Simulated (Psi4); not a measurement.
Reaction (SMILES): PP (P2H4) + [H][H] (H2) → 2 P (PH3)
B3LYP-D3(BJ)/def2-TZVP geometries, fixed; electronic energies without zero-point terms.

Effect of the integral screening threshold at wB97X-V/cc-pV(T+d)Z with Psi4, against the last row, where the energy of full hydrogenation is -5.90 kcal/mol.

```csv
setting,largest shift of a total energy (mEh),shift of the energy of full hydrogenation (kcal/mol)
ints_tolerance: 1e-6,-0.002,0.001
ints_tolerance: 1e-8,0.000,0.000
ints_tolerance: 1e-10,0.000,0.000
ints_tolerance: 1e-14,0.000,0.000
```

Within 0.02 kcal/mol in the energy of full hydrogenation: ints_tolerance: 1e-6; ints_tolerance: 1e-8; ints_tolerance: 1e-10. The largest shift is 0.002 mEh in a total energy and 0.001 kcal/mol in the difference.
